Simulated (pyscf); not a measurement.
## Hydrogen abstraction: `[CH3][Re](=[O])(=[O])=[O]` + `[H]` [doublet] -> `[CH2][Re](=[O])(=[O])=[O]` [doublet] + `[H][H]`

Gas phase, doublet surface, charge 0. Bonds broken: C1–H6. Bonds formed: H6–H9. Structures and frequencies: ωB97X-D3(BJ)/def2-SVP in PySCF.

Transition state (Å):

```xyz
9

C     -0.7253     0.0380     1.3508
Re     0.2429     0.1660    -0.4500
O      1.7352     0.8884    -0.1053
O     -0.7551     1.1224    -1.4283
O      0.4078    -1.4145    -1.0393
H     -0.8298     1.3115     1.8127
H     -1.7727    -0.2897     1.2915
H     -0.1587    -0.4660     2.1462
H     -0.9443     2.1512     2.2080
```

One imaginary mode, 1541i cm⁻¹; descent along it reached the two sides named.

```
bond   change  reactant side (Å)  saddle  product side
-----  ------  -----------------  ------  ------------
C1–H6  breaks              1.100   1.359           3.3
H6–H9   forms                3.0   0.935         0.760
```

Electronic energies relative to the separated reactants (kJ/mol):

```
level                   barrier  reaction energy  reverse barrier
----------------------  -------  ---------------  ---------------
ωB97X-D3(BJ)/def2-TZVP     49.9             -1.3             51.1
PBE/def2-TZVP              24.5             -5.3             29.7
r²SCAN/def2-TZVP           20.5            -20.5             40.9
B3LYP-D3(BJ)/def2-TZVP     24.5            -19.2             43.7
PBE0-D3(BJ)/def2-TZVP      36.9             +0.4             36.4
M06-2X/def2-TZVP           56.5             -1.0             57.5
ωB97M-D3(BJ)/def2-TZVP     49.9             -1.9             51.8
HF/def2-TZVP              100.0            -11.7            111.7
```

With ωB97M-D3(BJ)/def2-TZVP energies and thermal terms (ideal gas, 1 atm, RRHO with modes under 100 cm⁻¹ raised to 100, one conformer, R ln 2 for chiral ones without a mode under 150 cm⁻¹), in kJ/mol:

| T (K) | ΔH‡ | ΔG‡ | ΔH | ΔG |
|---|---|---|---|---|
| 298 | 38.8 | 64.0 | -9.0 | -19.6 |
| 600 | 37.7 | 90.1 | -7.3 | -31.2 |
| 900 | 37.6 | 116.3 | -7.6 | -43.2 |
| 1200 | 37.5 | 142.6 | -9.2 | -54.8 |

This is the saddle that the search found; another between the same sides may lie lower. The angle at the transferred H is 174°. Open-shell species with a d-block atom are single-reference here; other states, and whether the spin sits on metal or ligand, were not checked. Elements past Kr carry the def2 core potentials, without spin-orbit coupling.
